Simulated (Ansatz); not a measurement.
# SiHF: small, medium and large basis sets

The task here is to estimate one member of a computed series from the others.

Method: one geometry, several basis sets; program: Ansatz 0.2.0, Gaussian basis.

Levels to be run: PBE0-D4/def2-SVP; ωB97M-V/def2-SVP; PBE0-D4/def2-QZVPP; ωB97M-V/def2-QZVPP; CCSD(T)/cc-pV(D+d)Z; CCSD(T)/cc-pV(T+d)Z; CCSD(T)/cc-pV(Q+d)Z; the functionals' def2-TZVPP values are taken from earlier runs.

### The relaxed structure

The geometry comes from an earlier relaxation with PBE0-D4 in a triple-zeta def2 set; it is a stationary point.

SMILES `F[SiH]`, 3 atoms, charge 0, spin multiplicity 1.

Atoms are counted from 1 here; the program's logs count them from 0.

Bond lengths: F1–Si2 1.612 Å, Si2–H3 1.540 Å. Angles: F1–Si2–H3 96.3°.

The first run:

The input, in.yaml:

```yaml
crystal:
  periodic: [false, false, false]
  atoms:
    - {symbol: F, position_ang: [-1.090239, 0.024419, -0.602325]}
    - {symbol: Si, position_ang: [0.186840, 0.629368, 0.173848]}
    - {symbol: H, position_ang: [0.892399, -0.718587, 0.415277]}
basis:
  gaussian: {orbitals: def2-SVP}
hamiltonian: {xc: pbe0, dispersion: d4}
output: {orbitals: {seedname: orbitals}}
```

Started as:

```
ansatz run in.yaml --threads 2 --pin off --events-out ev --progress --plain --max-ram 32768MiB --backend cpu
```

Among the steps run: PBE0-D4 in def2-SVP; ωB97M-V in def2-SVP; PBE0-D4 in def2-QZVPP; ωB97M-V in def2-QZVPP.

One table of the session follows, with a row left open; its other results are not shown here.

It belongs to the step «Density functionals: the series». 

```
functional       basis  HOMO (eV)  LUMO (eV)
   PBE0-D4    def2-SVP          ?          ?
   PBE0-D4  def2-TZVPP      -6.97      -2.65
   PBE0-D4  def2-QZVPP      -7.00      -2.69
   ωB97M-V    def2-SVP      -8.95      -0.39
   ωB97M-V  def2-TZVPP      -9.07      -0.60
   ωB97M-V  def2-QZVPP      -9.11      -0.70
```

**Question.** Estimate the row for PBE0-D4, def2-SVP.

The run gave: HOMO (eV): -6.89; LUMO (eV): -2.56. In the column «HOMO (eV)» it is the highest.
